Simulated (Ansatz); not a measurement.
**C₂NF₃, singlet: the ladder up to RCCSDT(Q)**

Geometry: MP2(full)/6-31G*, from the G2/97 set.

| atom | x (Å) | y (Å) | z (Å) |
| --- | --- | --- | --- |
| C | 0.0000 | 0.0000 | -0.3018 |
| C | 0.0000 | 0.0000 | 1.1754 |
| F | 0.0000 | 1.2576 | -0.7627 |
| F | 1.0891 | -0.6288 | -0.7627 |
| F | -1.0891 | -0.6288 | -0.7627 |
| N | 0.0000 | 0.0000 | 2.3543 |

Basis cc-pVDZ; Ansatz 0.2.0. Correlated methods freeze the noble-gas cores, which leaves 34 electrons in 78 orbitals. Prefix R: restricted or restricted open-shell reference. Active spaces: frontier = (8e, 8o) about the gap.

Full CI isn't at hand for all of this; RCCSDT(Q) serves as the reference, and is uncertain by about the last step of the cluster series.

The UHF ⟨S²⟩ is 0.008, the T1 diagnostic (RCCSD) is 0.0130 and the largest doubles amplitude (RCCSD) is 0.098.

| level | E − E(RHF) (eV) |
| --- | --- |
| RMP2 | -26.3716 |
| RCCSD | -26.6075 |
| RCCSD(T) | -27.3768 |

(1) Estimate how far RCCSDT(Q) in cc-pVDZ lies from RCCSD(T). The table doesn't fix it; the size of (T) and the diagnostics are the guide.

(1) RCCSDT(Q) in cc-pVDZ lies 10.0 kJ/mol below RCCSD(T), which is 13 % of the (T) step (-74.2 kJ/mol). The diagnostics are small and the rest is a small part of (T), but (T) is large here. The miss exceeds 1 kcal/mol.

The other levels:

```tsv
level	E − E(RCCSDT(Q)) (kJ/mol)	share of correlation (%)	wall time
CISD	505.8	80.92	92 s
BCCD(T)	8.6	99.68	2.2 s (H100)
RCCSDT	8.6	99.68	–
CASSCF (frontier space)	2249.3	15.17	–
NEVPT2 (frontier space)	152.8	94.24	4.5 s (H100)
MRCISD (frontier space)	348.6	86.85	–
MRCISD+Q (frontier space)	74.7	97.18	6 s (H100)
```

The correlation energy at RCCSDT(Q), counted from RHF, is -27.480 eV. That run took 2.3 min on 2 threads of AMD EPYC 7R13 with a shared H100 80 GB, shared host.

Times hold each run's SCF and search for its determinant on a shared host, so for small cases they say little of a method's own cost; rows without a card ran on 1 thread of AMD EPYC 7R13.

Atomization energy (electronic, same basis, no zero-point term; atoms at the same level, unrestricted beside the R rows where the molecule is a closed shell, with restricted open-shell steps beyond CCSDT(Q)) at RCCSDT(Q): 2421.7 kJ/mol. Errors of other levels:

```csv
level,error (kJ/mol)
RHF,-830.8
RMP2,148.7
CISD,-460.1
RCCSD,-67.1
RCCSD(T),-6.3
BCCD(T),-4.4
RCCSDT,-7.5
```

This basis is far from its limit, so the value isn't to be set against a measured one. Truncated CI isn't size-consistent, which counts against it in atomization.
